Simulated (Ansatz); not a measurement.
## Radical addition

Start structure (C2H4N, doublet), relaxed at PBE0-D4/def2-TZVP:

```
7
angstrom
C 0.8476 -0.5533 0.7585
C 1.6507 -1.0781 1.4773
N -1.3809 0.9035 -1.2364
H 0.1287 -0.0834 0.1152
H 2.3636 -1.5444 2.1155
H -2.1631 1.5114 -0.9720
H -1.4466 0.8444 -2.2580
```

The step: C₂H₂ (C#C) + NH₂ → C₂H₄N ([CH][CH][NH2]); bonds formed: C1–N3. Computed with Ansatz 0.2.0 (basis: def2-TZVPP and def2-QZVPP); correlated methods freeze the cores; orbitals are unrestricted. Extrapolation: Hartree–Fock as exp(−7.88 √X), correlation as X^−2.97. Energies below are by CCSD(T) at an estimated basis limit (MP2 extrapolated from triple and quadruple zeta, plus CCSD(T) − MP2 in triple zeta).

Question: What are the electronic barrier and the energy of the step, from the start structure to the end structure? (An estimate is asked for; the value comes from the calculation.)

Answer: By the calculation: Barrier 7.69 kcal/mol; step energy -24.18 kcal/mol (downhill); reverse barrier, their difference, 31.87 kcal/mol. Barrier and step energy count from the start structure, the reverse barrier from the end structure.

The saddle point: One imaginary mode of 407i cm⁻¹.
```
 pair  start (Å)  saddle (Å)  end (Å)
C1–N3       3.33        2.15     1.40
```

Zero-point energy (harmonic, PBE0-D4): ZPE is 30.21 kcal/mol at the start and 31.27 kcal/mol at the saddle, so the barrier goes from 7.69 to 8.75 kcal/mol.

No T1 diagnostic of these runs exceeds 0.035. ⟨S²⟩ of the unrestricted Hartree–Fock references: 0.76 to 0.96 (a pure state has 0.75). The unrestricted reference is spin-contaminated, which hurts MP2 most.

Labels in which every atom is bracketed show which atoms are joined, not bond orders.

For scale, one of the runs: CCSD(T)/def2-TZVPP, 149 basis functions, launched by `ansatz run in.yaml --threads 2 --pin off --events-out ev --progress --plain --max-ram 4352MiB`. Hardware: 2 CPU threads of an Arm Neoverse V1, shared host. Wall time 57 s; peak host memory 2.3 GiB.
